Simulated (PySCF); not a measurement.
**Orbital picture of LiAl**

r²SCAN at R = 2.931 Å; PySCF, no relativity, basis sets Li def2-SVPD, Al def2-SVPD. State: ¹Σ⁺ (singlet), closed shell. Only the outer orbitals are listed, counted within each symmetry.

| orbital | occ. | ε (eV) | on Li (%) | main shells (%) |
| --- | --- | --- | --- | --- |
| 4σ | 2 | -52.42 | 100 | 100 Li s |
| 5σ | 2 | -7.45 | 4 | 95 Al s |
| 6σ | 2 | -3.08 | 38 | 58 Al p, 37 Li s |
| 2π | 0 | -2.36 | 16 | 83 Al p, 16 Li p |
| 2π | 0 | -2.36 | 16 | 83 Al p, 16 Li p |
| 7σ | 0 | -1.58 | 77 | 43 Li s, 34 Li p, 19 Al p |

Problem. Which are the highest filled and the lowest empty level, where do they sit, and how wide is the gap?

Solution. Highest filled 6σ at -3.08 eV (in %: 58 Al p, 37 Li s); lowest empty 2π at -2.36 eV (in %: 83 Al p, 16 Li p); the gap at r²SCAN is 0.72 eV.

```
bond order (Mayer)                               : 0.97
⟨S²⟩                                             : 0.000
charge on Li (Mulliken, basis-dependent)         : 0.16
charge on Li (Löwdin, basis-dependent)           : 0.04
dipole moment (positive dipole means Li(−)Al(+)) : -3.20 D
```

Closed-shell solutions of metal pairs were not tested for spin polarisation, which can lower them a little.
